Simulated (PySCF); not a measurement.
Compound: 1,3-dichloropropane, C3H6Cl2.
InChI=1S/C3H6Cl2/c4-2-1-3-5/h1-3H2

The calculation used TDDFT CAM-B3LYP/aug-cc-pVTZ, vertical, gas phase, core orbitals frozen in the response in PySCF. Geometry: PBE0-D3(BJ)/def2-TZVP, one conformer, isolated molecule. Torsions of this conformer, `[Cl:1][CH2:2][CH2:3][CH2:4][Cl:5]`: Cl1–C2–C3–C4 63°, C2–C3–C4–Cl5 64°.

**Question.** Predict the UV-vis stick spectrum at this level.

**Answer.** 

```tsv
state	E (eV)	E (kJ/mol)	λ (nm)	f	main configurations (H = HOMO, L = LUMO)
S1	7.33	707	169.1	0.0044	H→L+4 (22%), H→L+6 (13%), H-2→L+5 (13%)
S2	7.34	708	169.0	0.0026	H→L+5 (18%), H-2→L+4 (17%), H→L+1 (15%)
S3	7.45	718	166.5	0.0001	H-1→L+5 (20%), H-1→L+1 (17%), H-3→L+4 (14%)
S4	7.45	719	166.4	0.0071	H-1→L+4 (21%), H-3→L+5 (14%), H-1→L+6 (13%)
S5	7.61	734	163.0	0.018	H→L (65%), H→L+2 (13%), H-2→L+3 (10%)
S6	7.70	743	161.1	0.034	H-1→L (66%), H-1→L+2 (13%), H-3→L+3 (9%)
S7	7.74	747	160.1	0.026	H-2→L (53%), H→L+3 (18%), H-2→L+2 (11%)
S8	7.89	761	157.2	0.027	H-3→L (52%), H-1→L+3 (22%), H-3→L+2 (10%)
S9	8.26	797	150.1	0.0075	H→L+1 (60%)
S10	8.31	802	149.2	0.0060	H→L+2 (39%), H-1→L+1 (26%), H→L (9%)
```

Triplets (Tamm–Dancoff): T1 6.67 eV, H→L+4 (18%), H-2→L+5 (13%), H→L+9 (13%); T2 6.68 eV, H→L+5 (17%), H-2→L+4 (14%), H-2→L+9 (10%); T3 6.77 eV, H-1→L+4 (19%), H-1→L+6 (13%), H-3→L+5 (13%); T4 6.78 eV, H-1→L+5 (17%), H-3→L+4 (15%), H-3→L+9 (10%).

The lowest singlet lies at 7.33 eV (169 nm, vacuum ultraviolet) and is very weak; its leading configuration is HOMO→LUMO+4 (22%). The strongest level in the table is S6 at 7.70 eV (161 nm, f = 0.034). S1/S2 and S3/S4 lie within about 0.01 eV of each other in each set. Löwdin shares by element: HOMO chlorine 69%, carbon 21% or more; LUMO hydrogen 75% or more (atoms not listed hold the other 25%). The oscillator strengths of these states sum to 0.132; summed over the whole spectrum of an exact calculation they would give the number of electrons, 58 (Thomas–Reiche–Kuhn). Orbital energies (eV): HOMO-3 -10.22, HOMO-2 -10.09, HOMO-1 -9.91, HOMO -9.86, LUMO 0.17, LUMO+1 0.47, LUMO+2 0.73. The listed states span 0.98 eV, and the widest gap between neighbours is 0.37 eV (S8 to S9). No computed singlet lies in the visible range (380 to 750 nm); the lowest, at 169 nm, stands 4.07 eV above its violet end (3.26 eV). Only the lowest 10 singlets were computed, as vertical energies without vibronic structure.

Time: 80 s of wall time; peak memory 1.6 GiB. Hardware: one thread of an Arm Neoverse V1, shared host.
